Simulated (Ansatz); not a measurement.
hcp Cd, treated with PBEsol in Ansatz (PAW).

Settings: plane-wave cutoff 500 eV, 10×12×1 k mesh (along the axes of the cell as run), Fermi–Dirac smearing 0.1 eV, scalar-relativistic PAW data made under PBE.

Question: Estimate the surface energy of the (11-20) face and work function of the (11-20) face that the calculation returns.

Answer: 
- surface energy of the (11-20) face: 0.77 J/m²
- work function of the (11-20) face: 4.02 eV

The slab of 20 atoms is relaxed and unreconstructed.

Computed values are for the static lattice.

Ansatz is an electronic-structure program.
